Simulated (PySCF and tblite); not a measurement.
The numbers below are computed, except where a source is named.
System: C3H7N, numbered as in [CH3:1][N:2]1[CH2:3][CH2:4]1.

For the pyramidal inversion at N2: electronic barrier 17.30 kcal/mol, zero-point change -1.33 kcal/mol, thermal and entropy terms at 400 K a further -0.18 kcal/mol (symmetry numbers apart). The minimum is Cs, the saddle Cs. The path came from a restrained scan, a climbing-image band and a saddle search at GFN2-xTB; energies are PBE0/pcSseg-2 + D3(BJ)//B3LYP-D3(BJ)/def2-SVP, thermal terms GFN2-xTB. Rates follow Eyring's equation with the number of equivalent paths and no tunnelling. Run with tblite and PySCF.

Problem. How many equivalent paths lead out of the minimum?

Solution. 2: the symmetry number of the minimum is 1, that of the saddle displaced along its mode 1, and the displaced saddle is chiral while the minimum is not, which doubles the count.

Problem. Work out the rate at 400 K.

Solution. ΔG‡ = 15.79 kcal/mol; k_B T/h = 8.3×10¹² s⁻¹; exp(−ΔG‡/RT) = 2.4×10⁻⁹; times 2 gives k = 3.9×10⁴ s⁻¹. Wigner's tunnelling factor for the 398i cm⁻¹ mode would be 1.08.
